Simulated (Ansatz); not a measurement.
Ansatz (a quantum-chemistry and plane-wave program) input:

Ansatz 0.2 input:
```yaml
crystal:
  periodic: [false, false, false]
  atoms:
    - {symbol: C, position_ang: [-0.00000000, -0.00000000, -1.08079300]}
    - {symbol: S, position_ang: [0.00000000, 0.00000000, 0.40529737]}
basis:
  gaussian:
    orbitals: 6-31G*
hamiltonian:
  xc: {name: PBE0}
total_charge: 1
magnetization: {spin_polarized: true, initial_magnetization: 1}
```

Problem. What final total energy does it print?

Solution. -435.58688 Eh (PBE0/6-31G*).
